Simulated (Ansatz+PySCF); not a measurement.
A calculation with Ansatz (development build ahead of 0.2.0).

```yaml
crystal:
  periodic: [false, false, false]
  atoms:
    - { symbol: B, position_ang: [0.0, 0.0, 0.0] }
    - { symbol: "N", position_ang: [0.0, 0.0, 2.74] }
basis:
  gaussian: { orbitals: STO-3G }
hamiltonian:
  xc: hf
correlation:
  method: fci
  frozen_orbitals: { B: 1, "N": 1 }
```

The input is written out in the form of the current development build from the run's settings.

The run gave:

```yaml
Converged: yes
Total_energy: -77.80601 hartree
State: lowest singlet root, of any spatial symmetry
```

Caution: another spin multiplicity may lie lower.
